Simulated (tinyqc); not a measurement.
Worked calculation: extended Hueckel theory, for CH4. One step of it, computed by the program tinyqc.

Problem. Mulliken analysis. P = C n C^T; charge = valence electrons (H 1, C 4) minus the sum of (P S)_ii on the atom; overlap population = 2 sum P_ij S_ij between two atoms.

coefficients, order 1C 2s, 1C 2px, 1C 2py, 1C 2pz, 2H 1s, 3H 1s, 4H 1s, 5H 1s:
$$\begin{pmatrix}
0.636475 & 0.000000 & 0.000000 & 0.000000 & 0.000000 & 0.000000 & 0.000000 & 1.573772 \\
0.000000 & -0.044367 & 0.277112 & 0.460542 & -0.394802 & 1.020497 & 0.294938 & 0.000000 \\
0.000000 & -0.127650 & 0.443455 & -0.279127 & -0.782687 & -0.066723 & -0.816834 & 0.000000 \\
0.000000 & 0.522107 & 0.131969 & -0.029108 & -0.718194 & -0.488267 & 0.728055 & 0.000000 \\
0.172992 & 0.202092 & 0.492133 & 0.087921 & 1.005761 & -0.246976 & -0.109378 & -0.690187 \\
0.172992 & -0.253315 & -0.172203 & 0.443784 & -0.586834 & -0.835880 & -0.203583 & -0.690187 \\
0.172992 & -0.349466 & 0.019843 & -0.410178 & -0.175246 & 0.317777 & 0.976126 & -0.690187 \\
0.172992 & 0.400689 & -0.339773 & -0.121527 & -0.243681 & 0.765079 & -0.663166 & -0.690187
\end{pmatrix}$$

occupations: [2.000000, 2.000000, 2.000000, 2.000000, 0.000000, 0.000000, 0.000000, 0.000000]

overlap S, order 1C 2s, 1C 2px, 1C 2py, 1C 2pz, 2H 1s, 3H 1s, 4H 1s, 5H 1s:
$$\begin{pmatrix}
1.000000 & 0.000000 & 0.000000 & 0.000000 & 0.481988 & 0.481988 & 0.481988 & 0.481988 \\
0.000000 & 1.000000 & 0.000000 & 0.000000 & 0.280019 & 0.280019 & -0.280019 & -0.280019 \\
0.000000 & 0.000000 & 1.000000 & 0.000000 & 0.280019 & -0.280019 & 0.280019 & -0.280019 \\
0.000000 & 0.000000 & 0.000000 & 1.000000 & 0.280019 & -0.280019 & -0.280019 & 0.280019 \\
0.481988 & 0.280019 & 0.280019 & 0.280019 & 1.000000 & 0.141015 & 0.141015 & 0.141015 \\
0.481988 & 0.280019 & -0.280019 & -0.280019 & 0.141015 & 1.000000 & 0.141015 & 0.141015 \\
0.481988 & -0.280019 & 0.280019 & -0.280019 & 0.141015 & 0.141015 & 1.000000 & 0.141015 \\
0.481988 & -0.280019 & -0.280019 & 0.280019 & 0.141015 & 0.141015 & 0.141015 & 1.000000
\end{pmatrix}$$

Give: charges; Overlap populations.

Solution.

charges: 1C -0.1083, 2H 0.0271, 3H 0.0271, 4H 0.0271, 5H 0.0271

Overlap populations:
```
pair      value
2-1    0.776461
3-1    0.776461
3-2   -0.037790
4-1    0.776461
4-2   -0.037790
4-3   -0.037790
5-1    0.776461
5-2   -0.037790
5-3   -0.037790
5-4   -0.037790
```
